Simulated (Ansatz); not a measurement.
Ag6PdRh3: can entropy hold this alloy together?

Level of theory: DFT PBE, scalar-relativistic, plane waves, PAW in Ansatz.

Plane waves to 420 eV, a k mesh through Γ of 6×6×5 on the computed 20-atom cell and Gaussian smearing (0.10 eV); no spin polarisation.

Cells of 20 atoms on a fcc lattice, 6 Rh, 2 Pd, 12 Ag, each occupation relaxed without symmetry on a coarser mesh and computed once more. α is the first-shell Warren–Cowley parameter of unlike pairs (negative: unlike neighbours in excess, 0: random), given as its mean and root mean square over the pairs, since a mean near 0 can hide order that cancels. ΔH counts from the elements in their standard crystals.

| cell | mean α | rms α | ΔH (meV/atom) | V (Å³/atom) | rms shift from sites (Å) |
| --- | --- | --- | --- | --- | --- |
| 1 | -0.02 | 0.04 | 161 | 16.33 | 0.08 |
| 2 | -0.16 | 0.23 | 186 | 16.36 | 0.10 |
| 3 | 0.03 | 0.12 | 145 | 16.34 | 0.08 |

Problem. Weigh the mixing energy against the ideal entropy.

Solution. Ideal mixing gives S = −k_B Σ x ln x = 0.898 k_B per atom (7.5 J/(mol K)), worth 77 meV/atom at 1000 K. The cell nearest to random, 1, has ΔH = 161 meV/atom. Against the pure elements it breaks even at T = ΔH/S = 2080 K; above that the solution beats the pure elements, but parting into two partly mixed solutions pays up to a higher temperature (2ΔH/k_B, 1.4 times as high, for a regular binary solution at equal shares), and compounds may beat both. ΔH includes the cost of putting the elements on this lattice where they prefer another, and what the coarser relaxation leaves, which can only raise it; vibrational entropy is left out. An error of 8 meV/atom in ΔH, as mesh and relaxation can leave, moves such a temperature by 100 K, and the spread of these cells, 41 meV/atom, by 540 K.

The final mesh leaves forces up to 0.12 eV/Å and stresses up to 0.8 GPa.

Spin polarisation was left out, and a magnetic state may lie lower.

Cost: 6 runs of about 48 core-minutes in all (earlier runs that led there not counted), on Intel Xeon Platinum 8375C (Ice Lake) (shared hosts).